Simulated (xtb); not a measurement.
methanethiol (CH4S), SMILES SC. All values are semi-empirical tight-binding results from xtb (GFN2-xTB unless named), good for trends rather than for accurate numbers. Coordinates come from a GFN2-xTB optimisation.

| Item | Value |
|---|---|
| point group as xtb finds it | Cs |
| orbital gap | 4.57 eV |
| zero-point energy | 27.9 kcal/mol |
| G − E(el) at 298.15 K (modified RRHO) | 12.7 kcal/mol |
| static polarisability (D4 model) | 36.3 bohr³ |
| solvation energy, GFN2-xTB/ALPB(water) | -0.7 kcal/mol |
| solvation energy, GFN2-xTB/ALPB(dmf) | -3.8 kcal/mol |
